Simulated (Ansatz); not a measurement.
**Pulling the pair apart**

The pair of NH3 (SMILES N, atoms 1–4) and CH6Si (SMILES C[SiH3], atoms 5–12), both closed shells, in one local arrangement (a lower one may exist), relaxed at PBE0-D4/def2-TZVP:

```
atom    x (Å)    y (Å)    z (Å)
  N1  -0.1247   0.0438  -2.6145
  H2   0.7951   0.0426  -2.1912
  H3  -0.5670   0.9239  -2.3820
  H4  -0.6590  -0.6939  -2.1726
  C5  -0.4784   0.7703   1.3134
 Si6   0.5582  -0.7621   1.0430
  H7  -0.8068   1.1842   0.3578
  H8   0.0929   1.5380   1.8397
  H9  -1.3650   0.5394   1.9078
 H10  -0.2197  -1.8069   0.3224
 H11   1.0064  -1.3326   2.3419
 H12   1.7681  -0.4468   0.2346
```

CH6Si is shifted rigidly along the line between the mean atom positions of the two fragments (negative: closer). Counterpoise interaction energies in kcal/mol. Program: Ansatz 0.2.0. Basis: def2-TZVPPD. Cores are frozen in the correlated methods. B3LYP uses VWN-RPA correlation.

```json
{"shift (Å)": "-0.38", "MP2": "0.30", "B3LYP-D4": "-0.12", "r2SCAN-D4": "-0.50"}
{"shift (Å)": "-0.19", "MP2": "-0.39", "B3LYP-D4": "-0.73", "r2SCAN-D4": "-1.03"}
{"shift (Å)": "0.00", "MP2": "-0.66", "B3LYP-D4": "-0.91", "r2SCAN-D4": "-1.17"}
{"shift (Å)": "0.19", "MP2": "-0.72", "B3LYP-D4": "-0.88", "r2SCAN-D4": "-1.11"}
{"shift (Å)": "0.46", "MP2": "-0.65", "B3LYP-D4": "-0.69", "r2SCAN-D4": "-0.92"}
{"shift (Å)": "0.95", "MP2": "-0.41", "B3LYP-D4": "-0.33", "r2SCAN-D4": "-0.54"}
{"shift (Å)": "1.90", "MP2": "-0.14", "B3LYP-D4": "-0.04", "r2SCAN-D4": "-0.16"}
{"shift (Å)": "3.81", "MP2": "-0.02", "B3LYP-D4": "0.06", "r2SCAN-D4": "-0.01"}
```

At the largest shift the D4 term itself is slightly repulsive (B3LYP-D4 +2.2 meV): a quirk of that model, not of the functional.

(1) What does CCSD(T) give at these shifts? (To be estimated.)

No T1 diagnostic of these runs exceeds 0.010.

## Answers

(1) The calculation gives: 0.14, -0.53, -0.78, -0.82, -0.72, -0.45, -0.15, -0.02 kcal/mol. For zero shift, CCSD(T) at an estimated basis limit (MP2 extrapolated from triple and quadruple zeta, plus CCSD(T) − MP2 in triple zeta) gives -0.97 kcal/mol. These are counterpoise interaction energies, counted from the two frozen fragments.

For scale, one of the runs: CCSD(T)/def2-TZVPPD, 275 basis functions, launched by `ansatz run in.yaml --threads 4 --pin off --events-out ev --progress --plain --max-ram 9574MiB`. Time: 73 s of wall clock on 4 CPU threads of an Intel Xeon Platinum 8259CL; the host was shared. Peak host memory: 7.3 GiB.
